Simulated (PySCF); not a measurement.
**Electron affinity of P by level of theory**

P⁻ [Ne] 3s2 3p4 (3P) → P [Ne] 3s2 3p3 (4S), as a difference of total energies. Computed with PySCF 2.14 in aug-cc-pV(T+d)Z (6s5p4d2f, 55 functions), with the non-relativistic Hamiltonian (point nucleus). Correlated levels: valence: [Ne] frozen. The calculations carry no spin-orbit coupling.

```tsv
method	electron affinity (eV)
UHF	-0.322
MP2 (valence)	0.467
SCS-MP2 (valence)	0.538
CCSD (valence)	0.546
CCSD(T) (valence)	0.614
```

A first-order spin-orbit estimate (lowest level to lowest level, LS coupling) adds 0.012 eV.

Errors of the correlated levels include the incompleteness of this basis and the frozen core.

A negative affinity means that the anion lies above the atom at that level of theory.

Q: Which method comes closest to the reference value, and which is furthest?

A: The reference is 0.747 eV (measured; photodetachment measurements, as compiled on the Wikipedia data page of electron affinities). Closest: CCSD(T) (valence) (error -0.121 eV); furthest: UHF (error -1.057 eV), both after the spin-orbit estimate.
